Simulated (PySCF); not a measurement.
Gas-phase reaction: (CH₃)₂SiCl₂ + 2 vinylsilane → (CH₃)₂SiH₂ + 2 SiH₃Cl + 2 C₂H₂ (acetylene)

Computed with PySCF and rigid-rotor harmonic-oscillator thermochemistry at 1 bar. † marks an energy on the PBE0/def2-TZVP geometry and frequencies; other levels use their own. MP2 and CCSD(T) freeze the core. All species are closed-shell singlets. MP2 isn't extrapolated to the basis-set limit; its ΔH°(298 K) is 372.9 kJ in def2-SVP and 370.6 kJ in def2-TZVPP. CCSD(T) isn't extrapolated to the basis-set limit. The harmonic model lacks anharmonicity and excited electronic states, which grow with temperature; levels with a mode under 35 cm⁻¹ are left out. Internal rotation in (CH₃)₂SiCl₂, vinylsilane, (CH₃)₂SiH₂ is treated as a harmonic vibration of one conformer, which makes the entropy rough.

```json
[
 {"level": "CCSD(T)/def2-SVP†", "ΔE electronic, kJ": "408", "ΔH°(298 K), kJ": "376", "ΔS°(298 K), J/K": "267", "ΔG°(1800 K), kJ": "-99"},
 {"level": "MP2/def2-TZVPP†", "ΔE electronic, kJ": "403", "ΔH°(298 K), kJ": "371", "ΔS°(298 K), J/K": "267", "ΔG°(1800 K), kJ": "-104"},
 {"level": "PBE/def2-SVP", "ΔE electronic, kJ": "453", "ΔH°(298 K), kJ": "423", "ΔS°(298 K), J/K": "264", "ΔG°(1800 K), kJ": "-44"},
 {"level": "PBE0/def2-QZVP†", "ΔE electronic, kJ": "441", "ΔH°(298 K), kJ": "408", "ΔS°(298 K), J/K": "267", "ΔG°(1800 K), kJ": "-66"},
 {"level": "PBE0/def2-SVP†", "ΔE electronic, kJ": "472", "ΔH°(298 K), kJ": "439", "ΔS°(298 K), J/K": "267", "ΔG°(1800 K), kJ": "-36"},
 {"level": "PBE0/def2-TZVP", "ΔE electronic, kJ": "443", "ΔH°(298 K), kJ": "411", "ΔS°(298 K), J/K": "267", "ΔG°(1800 K), kJ": "-64"},
 {"level": "r2SCAN/def2-TZVP†", "ΔE electronic, kJ": "439", "ΔH°(298 K), kJ": "406", "ΔS°(298 K), J/K": "267", "ΔG°(1800 K), kJ": "-69"},
 {"level": "ωB97X-V/def2-TZVP†", "ΔE electronic, kJ": "434", "ΔH°(298 K), kJ": "402", "ΔS°(298 K), J/K": "267", "ΔG°(1800 K), kJ": "-73"}
]
```
ΔH° is lowest at MP2/def2-TZVPP† and highest at PBE0/def2-SVP†. No reference value is set beside these.
